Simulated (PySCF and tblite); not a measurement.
The numbers below are computed, except where a source is named.
Molecule: 2-methylpyrrolidine, C5H11N, numbered as in [CH3:1][C@H:2]1[CH2:3][CH2:4][CH2:5][NH:6]1; H are named by their carrier, a and b as at the first point (Å):

```
C1       1.923    0.040    0.550
C2       0.765    0.162   -0.439
C3      -0.130   -1.092   -0.436
C4      -1.549   -0.531   -0.479
C5      -1.402    0.751    0.331
N6      -0.136    1.278   -0.146
H1a      2.532    0.943    0.535
H1b      1.546   -0.111    1.560
H1c      2.557   -0.804    0.286
H2       1.180    0.331   -1.442
H3a      0.086   -1.754   -1.272
H3b      0.021   -1.650    0.490
H4a     -1.824   -0.282   -1.504
H4b     -2.290   -1.212   -0.065
H5a     -1.402    0.519    1.410
H5b     -2.198    1.474    0.136
H6       0.278    1.944    0.495
```

The ring 2–3–4–5–6 is held at Altona–Sundaralingam phase angles P (ν_j = ν_max cos(P + 144°(j − 2)), ν_j about the bond from ring atom j to j + 1, counted from 0) and the rest relaxed at GFN2-xTB. Energies: PBE0/pcSseg-1 + D3(BJ). Couplings: B3LYP/6-31G* with H pcJ-1, gas phase, for ¹H. Programs: tblite and PySCF.

Question: How do the most sensitive couplings change along the phase angle P?

Answer: 
```json
{"phase angle P °": "0", "³J(H5b,H6)": "-0.5", "³J(H3a,H4b)": "0.2", "³J(H2,H6)": "0.6", "³J(H3b,H4a)": "12.7", "³J(H4b,H5b)": "0.2"}
{"phase angle P °": "72", "³J(H5b,H6)": "-0.5", "³J(H3a,H4b)": "8.0", "³J(H2,H6)": "-0.2", "³J(H3b,H4a)": "1.7", "³J(H4b,H5b)": "2.4"}
{"phase angle P °": "144", "³J(H5b,H6)": "7.3", "³J(H3a,H4b)": "13.2", "³J(H2,H6)": "1.3", "³J(H3b,H4a)": "0.2", "³J(H4b,H5b)": "12.0"}
{"phase angle P °": "216", "³J(H5b,H6)": "14.5", "³J(H3a,H4b)": "7.7", "³J(H2,H6)": "12.7", "³J(H3b,H4a)": "2.0", "³J(H4b,H5b)": "11.3"}
{"phase angle P °": "288", "³J(H5b,H6)": "8.3", "³J(H3a,H4b)": "0.1", "³J(H2,H6)": "12.8", "³J(H3b,H4a)": "12.2", "³J(H4b,H5b)": "2.3"}
```
Values in Hz.

Question: Set ³J(H5b,H6) against its H–C–N–H torsion.

Answer: 80°: -0.5 Hz, 81°: -0.5 Hz, 132°: 7.3 Hz, 134°: 8.3 Hz, 165°: 14.5 Hz.

Question: With the energies 0.77, 1.08, 1.32, 0.21, 0.49 kcal/mol at these points, what are the Boltzmann averages at 298 K?

Answer: ³J(H5b,H6) 8.6, ³J(H3a,H4b) 4.9, ³J(H2,H6) 8.8, ³J(H3b,H4a) 6.3, ³J(H4b,H5b) 6.3 Hz, over these points alone; points not sampled, such as mirror images that interchange a and b, would even out couplings that symmetry makes equal.
